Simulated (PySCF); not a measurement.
Si2, SMILES [Si]=[Si] (connectivity only; charge and spin as stated), neutral, multiplicity 3.

Coordinates come from a PBE0-D3(BJ)/def2-TZVPD optimisation.

Calculation: PBE0-D3(BJ)/def2-TZVPD run with PySCF 2.14.0.

Frequencies are harmonic and unscaled.

Question: Estimate the vibrational spectrum. (Estimate from the structure and the level; the computed values follow.)

Answer: 
```json
[
 {"mode": "1", "ν (cm⁻¹)": "520", "IR (km/mol)": "0.0", "moving atoms (share of kinetic energy)": "Si 100 %"}
]
```
